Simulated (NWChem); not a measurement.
Everything below was run with NWChem. System: CHCl$_{3}$, charge 0, spin multiplicity 1, displaced from the optimised geometry. Level: RHF/cc-pVDZ, spin-restricted.

Part of the output:

```
             Northwest Computational Chemistry Package (NWChem) 7.3.0
             --------------------------------------------------------

                                NWChem Input Module
                                -------------------

 Scaling coordinates for geometry "geometry" by  1.889725989
 (inverse scale =  0.529177249)

                             Geometry "geometry" -> ""
                             -------------------------

 Output coordinates in angstroms (scale by  1.889725989 to convert to a.u.)

  No.       Tag          Charge          X              Y              Z
 ---- ---------------- ---------- -------------- -------------- --------------
    1 Cl                  17.0000     0.85174500    -0.06627900     1.47264400
    2 C                    6.0000    -0.00924900     0.45282400     0.00000000
    3 Cl                  17.0000     0.85174500    -0.06627900    -1.47264400
    4 Cl                  17.0000    -2.12065500    -0.26096600     0.00000000
    5 H                    1.0000    -0.03148100     1.54606800     0.00000000

 Effective nuclear repulsion energy (a.u.)     242.5294872693

            Nuclear Dipole moment (a.u.)
            ----------------------------
        X                 Y               Z
 ---------------- ---------------- ----------------
   -13.5659271323    -4.5861684428     0.0000000000


 Summary of "ao basis" -> "" (spherical)
 ------------------------------------------------------------------------------
       Tag                 Description            Shells   Functions and Types
 ---------------- ------------------------------  ------  ---------------------
 *                          cc-pvdz                   on all atoms

 Summary of "ao basis" -> "ao basis" (spherical)
 ------------------------------------------------------------------------------
       Tag                 Description            Shells   Functions and Types
 ---------------- ------------------------------  ------  ---------------------
 Cl                         cc-pvdz                  8       18   4s3p1d
 C                          cc-pvdz                  6       14   3s2p1d
 H                          cc-pvdz                  3        5   2s1p

                                 NWChem SCF Module
                                 -----------------

  ao basis        = "ao basis"
  functions       =    73
  atoms           =     5
  closed shells   =    29
  open shells     =     0
[...]
   Bfn.  Coefficient  Atom+Function         Bfn.  Coefficient  Atom+Function
  ----- ------------  ---------------      ----- ------------  ---------------
    60      0.575095  4 Cl pz                63      0.473280  4 Cl pz
     8      0.156545  1 Cl px                40     -0.156545  3 Cl px

 Vector   29  Occ=2.000000D+00  E=-4.455041D-01
              MO Center= -7.0D-01, -8.3D-02,  8.3D-13, r^2= 4.2D+00
   Bfn.  Coefficient  Atom+Function         Bfn.  Coefficient  Atom+Function
  ----- ------------  ---------------      ----- ------------  ---------------
    58      0.410784  4 Cl px                61      0.332441  4 Cl px
     8      0.233589  1 Cl px                40      0.233589  3 Cl px
    11      0.202719  1 Cl px                43      0.202719  3 Cl px
     9      0.172520  1 Cl py                41      0.172520  3 Cl py
    12      0.153458  1 Cl py                22     -0.154102  2 C  px

 Vector   30  Occ=0.000000D+00  E= 1.455349D-02
              MO Center= -7.6D-01,  5.8D-02, -6.1D-13, r^2= 3.3D+00
   Bfn.  Coefficient  Atom+Function         Bfn.  Coefficient  Atom+Function
  ----- ------------  ---------------      ----- ------------  ---------------
    21      0.735725  2 C  s                 61     -0.527520  4 Cl px
    25     -0.423361  2 C  px                58     -0.339469  4 Cl px
    22     -0.321272  2 C  px                54     -0.274045  4 Cl s
    26     -0.256135  2 C  py                20      0.232728  2 C  s
    11      0.228484  1 Cl px                43      0.228484  3 Cl px

 Vector   31  Occ=0.000000D+00  E= 1.333352D-01
              MO Center=  4.2D-01,  3.5D-01, -3.0D-12, r^2= 3.9D+00
   Bfn.  Coefficient  Atom+Function         Bfn.  Coefficient  Atom+Function
  ----- ------------  ---------------      ----- ------------  ---------------
    21      1.369278  2 C  s                 25      0.787793  2 C  px
    70     -0.680219  5 H  s                 13      0.598246  1 Cl pz
    45     -0.598246  3 Cl pz                 4     -0.522499  1 Cl s
    36     -0.522499  3 Cl s                 22      0.380256  2 C  px
    10      0.205427  1 Cl pz                42     -0.205427  3 Cl pz

 Vector   32  Occ=0.000000D+00  E= 1.732566D-01
              MO Center=  4.2D-01,  1.9D-01,  6.4D-12, r^2= 3.6D+00
   Bfn.  Coefficient  Atom+Function         Bfn.  Coefficient  Atom+Function
  ----- ------------  ---------------      ----- ------------  ---------------
    27      1.178395  2 C  pz                 4     -0.662993  1 Cl s
    36      0.662993  3 Cl s                 13      0.506980  1 Cl pz
    45      0.506980  3 Cl pz                24      0.496101  2 C  pz
    11      0.458763  1 Cl px                43     -0.458763  3 Cl px
    12     -0.269167  1 Cl py                44      0.269167  3 Cl py

 center of mass
 --------------
 x =  -0.23607470 y =  -0.10848217 z =   0.00000000

 moments of inertia (a.u.)
 ------------------
         567.235992261289         -51.635116997340           0.000000000000
         -51.635116997340        1277.845120071001           0.000000000000
           0.000000000000           0.000000000000         761.816496034100

  Mulliken analysis of the total density
  --------------------------------------

    Atom       Charge   Shell Charges
 -----------   ------   -------------------------------------------------------
    1 Cl  17    16.99   2.00  2.01  0.95  0.98  6.00  3.01  2.00  0.04
    2 C    6     6.02   2.00  0.69  0.62  1.70  0.88  0.12
    3 Cl  17    16.99   2.00  2.01  0.95  0.98  6.00  3.01  2.00  0.04
    4 Cl  17    17.19   2.00  2.01  0.94  1.02  6.00  2.93  2.28  0.01
    5 H    1     0.81   0.72  0.06  0.03

       Multipole analysis of the density wrt the origin
       ------------------------------------------------

     L   x y z        total         open         nuclear
     -   - - -        -----         ----         -------
     0   0 0 0     -0.000000      0.000000     58.000000

     1   1 0 0      0.734017      0.000000    -13.565927
     1   0 1 0      0.654492      0.000000     -4.586168
     1   0 0 1     -0.000000      0.000000      0.000000

     2   2 0 0    -35.246182      0.000000    361.104197
     2   1 1 0     -0.213867      0.000000     26.479171
     2   1 0 1     -0.000000      0.000000      0.000000
     2   0 2 0    -31.423410      0.000000     17.597269
     2   0 1 1      0.000000      0.000000      0.000000
     2   0 0 2    -32.652162      0.000000    263.312898

 Task  times  cpu:        4.3s     wall:        4.3s

 Total times  cpu:        4.3s     wall:        4.3s
```

Write an NWChem input that would produce this output.

One answer among several that fit: 
```
start mol
memory heap 200 mb stack 900 mb global 1100 mb
geometry units angstroms nocenter noautoz noautosym
  Cl     0.851745    -0.066279     1.472644
  C     -0.009249     0.452824     0.000000
  Cl     0.851745    -0.066279    -1.472644
  Cl    -2.120655    -0.260966     0.000000
  H     -0.031481     1.546068     0.000000
end
basis spherical
  * library cc-pvdz
end
scf
  rhf
  nopen 0
  maxiter 100
  thresh 1e-7
  semidirect memsize 60000000 filesize 0
end
task scf energy
```
